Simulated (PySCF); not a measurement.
Single point on AlH

State: ¹Σ⁺ (singlet), closed shell.

An equivalent input (the run itself took its basis sets from the Basis Set Exchange, started from a PBE0 density and held the occupation σ 5α 5β, πx 1α 1β, πy 1α 1β):

```python
from pyscf import gto, dft
mol = gto.M(atom='Al 0 0 0; H 0 0 1.668', basis={'Al': 'def2-SVP', 'H': 'def2-SVP'},
            charge=0, spin=0, verbose=4, symmetry='C2v')
mf = dft.UKS(mol, xc='PBE0')
mf.grids.atom_grid = (80, 434)
mf.grids.prune = dft.gen_grid.treutler_prune
mf.irrep_nelec = {'A1': (5, 5), 'B1': (1, 1), 'B2': (1, 1)}
mf.conv_tol = 1e-9
mf.max_cycle = 60
mf.diis_space = 10
mf.kernel()
```

The log (some set-up lines and the per-cycle HOMO/LUMO lines removed):

```
******** <class 'pyscf.dft.uks_symm.SymAdaptedUKS'> ********
method = SymAdaptedUKS
damping factor = 0
level_shift factor = 0
DIIS = <class 'pyscf.scf.diis.CDIIS'>
diis_start_cycle = 1
diis_space = 10
diis_damp = 0
SCF conv_tol = 1e-09
SCF conv_tol_grad = None
SCF max_cycles = 60
number electrons alpha = 7  beta = 7
Set gradient conv threshold to 3.16228e-05
init E= -242.770941220345
cycle= 1 E= -242.774412269101  delta_E= -0.00347  |g|= 0.00315  |ddm|= 0.0195
cycle= 2 E= -242.774423593298  delta_E= -1.13e-05  |g|= 0.00164  |ddm|= 0.0154
cycle= 3 E= -242.774427082549  delta_E= -3.49e-06  |g|= 6.07e-05  |ddm|= 0.00446
cycle= 4 E= -242.774427086646  delta_E= -4.1e-09  |g|= 1.41e-05  |ddm|= 0.000298
cycle= 5 E= -242.774427086839  delta_E= -1.92e-10  |g|= 1.08e-06  |ddm|= 3.75e-05
Extra cycle  E= -242.774427086841  delta_E= -1.82e-12  |g|= 2.8e-07  |ddm|= 6.28e-06
converged SCF energy = -242.774427086841  <S^2> = -1.687539e-14  2S+1 = 1
```

Repeating this along the bond gives Re = 1.667 Å and ωe = 1659 cm⁻¹.

A point of this curve took 0.3 CPU seconds beside 0.0092 for the integrals, on Arm Neoverse V1 (shared host).
